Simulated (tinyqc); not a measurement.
Inside a calculation. Method: MP2 on RHF in the sto-6g basis, frozen core, for CH3+, spin multiplicity 1. One step of it, computed by the program tinyqc.

Task: Iteration 7 (converged): orbitals. Diagonalise F' = X^T F X, C = X C', fill 4 alpha and 4 beta electrons from the bottom; D = 2 C_occ C_occ^T. Each column has its largest component positive (the first on a tie).

converged F (hartree), lower triangle:
```
             1C 1s      1C 2s     1C 2px     1C 2py     1C 2pz      2H 1s      3H 1s      4H 1s
1C 1s   -11.774989
1C 2s    -3.004972  -1.945767
1C 2px    0.000017   0.000157  -0.863986
1C 2py    0.000000   0.000000   0.000000  -0.864296
1C 2pz   -0.000877   0.054232  -0.000055   0.000000  -0.278538
2H 1s    -0.945927  -1.025808  -0.661409   0.000000   0.066329  -0.918302
3H 1s    -0.947463  -1.026784   0.330777  -0.573080   0.066424  -0.360367  -0.919199
4H 1s    -0.947463  -1.026784   0.330777   0.573080   0.066424  -0.360367  -0.360673  -0.919199
```

X, lower triangle:
```
            1C 1s      1C 2s     1C 2px     1C 2py    1C 2pz      2H 1s      3H 1s     4H 1s
1C 1s    1.026867
1C 2s   -0.165042   1.556584
1C 2px   0.000004  -0.000316   1.235327
1C 2py   0.000000   0.000000   0.000000   1.235719
1C 2pz   0.003765  -0.052122   0.000037   0.000000  1.005094
2H 1s    0.022865  -0.402778  -0.400240   0.000000  0.039459   1.340276
3H 1s    0.022860  -0.403467   0.200303  -0.347109  0.039543  -0.040204   1.341039
4H 1s    0.022860  -0.403467   0.200303   0.347109  0.039543  -0.040204  -0.040274  1.341039
```

Give: F' = X^T F X; orbital energies; coefficients C; D after iteration 7.

Result:

F' = X^T F X (hartree), lower triangle:
```
         1       2       3       4       5       6       7       8
1  -11.563
2   -1.471  -0.805
3    0.000   0.000  -0.471
4    0.000   0.000   0.000  -0.471
5   -0.002  -0.013   0.000   0.000  -0.271
6   -0.182  -0.501  -0.551   0.000   0.045  -0.259
7   -0.183  -0.502   0.276  -0.478   0.045  -0.084  -0.259
8   -0.183  -0.502   0.276   0.478   0.045  -0.084  -0.084  -0.259
```

orbital energies (hartree): MO1 -11.777, MO2 -1.335, MO3 -1.015, MO4 -1.014, MO5 -0.277, MO6 0.323, MO7 0.368, MO8 0.369

coefficients C:
```
           MO1     MO2     MO3     MO4     MO5     MO6     MO7     MO8
1C 1s    0.996  -0.225   0.000   0.000  -0.028  -0.201   0.002   0.000
1C 2s    0.021   0.705   0.000   0.000   0.152   1.556  -0.014   0.000
1C 2px   0.000   0.000   0.000   0.655   0.000   0.009   1.156   0.000
1C 2py   0.000   0.000   0.655   0.000   0.000   0.000   0.000   1.157
1C 2pz  -0.001  -0.034   0.000   0.000   0.989  -0.198   0.002   0.000
2H 1s   -0.004   0.181   0.000   0.395  -0.044  -0.821  -1.122   0.000
3H 1s   -0.004   0.182   0.342  -0.197  -0.044  -0.807   0.572  -0.979
4H 1s   -0.004   0.182  -0.342  -0.197  -0.044  -0.807   0.572   0.979
```

D after iteration 7, lower triangle:
```
         1C 1s   1C 2s  1C 2px  1C 2py  1C 2pz   2H 1s   3H 1s  4H 1s
1C 1s    2.084
1C 2s   -0.275   0.996
1C 2px   0.000   0.000   0.858
1C 2py   0.000   0.000   0.000   0.858
1C 2pz   0.014  -0.048   0.000   0.000   0.002
2H 1s   -0.091   0.256   0.517   0.000  -0.012   0.378
3H 1s   -0.091   0.256  -0.259   0.448  -0.012  -0.090   0.378
4H 1s   -0.091   0.256  -0.259  -0.448  -0.012  -0.090  -0.090  0.378
```
